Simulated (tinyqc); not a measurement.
UHF in the sto-3g basis, for LiH, spin multiplicity 3, step by step. One step of it, computed by the program tinyqc.

Problem. Orthogonalisation. S = U s U^T; symmetric (Loewdin) form X = U s^(-1/2) U^T, so that X^T S X = 1.

overlap S, order 1Li 1s, 1Li 2s, 1Li 2px, 1Li 2py, 1Li 2pz, 2H 1s:
$$\begin{pmatrix}
1.000000 & 0.241137 & 0.000000 & 0.000000 & 0.000000 & 0.016652 \\
0.241137 & 1.000000 & 0.000000 & 0.000000 & 0.000000 & 0.251505 \\
0.000000 & 0.000000 & 1.000000 & 0.000000 & 0.000000 & 0.000000 \\
0.000000 & 0.000000 & 0.000000 & 1.000000 & 0.000000 & 0.000000 \\
0.000000 & 0.000000 & 0.000000 & 0.000000 & 1.000000 & 0.366310 \\
0.016652 & 0.251505 & 0.000000 & 0.000000 & 0.366310 & 1.000000
\end{pmatrix}$$

Give: eigenvalues of S; X.

Solution.

eigenvalues of S: [0.5360, 0.8063, 1.0000, 1.0000, 1.1828, 1.4749]

X, order 1Li 1s, 1Li 2s, 1Li 2px, 1Li 2py, 1Li 2pz, 2H 1s:
$$\begin{pmatrix}
1.0234 & -0.1293 & 0.0000 & 0.0000 & -0.0059 & 0.0180 \\
-0.1293 & 1.0524 & 0.0000 & 0.0000 & 0.0418 & -0.1482 \\
0.0000 & 0.0000 & 1.0000 & 0.0000 & 0.0000 & 0.0000 \\
0.0000 & 0.0000 & 0.0000 & 1.0000 & 0.0000 & 0.0000 \\
-0.0059 & 0.0418 & 0.0000 & 0.0000 & 1.0591 & -0.2102 \\
0.0180 & -0.1482 & 0.0000 & 0.0000 & -0.2102 & 1.0875
\end{pmatrix}$$
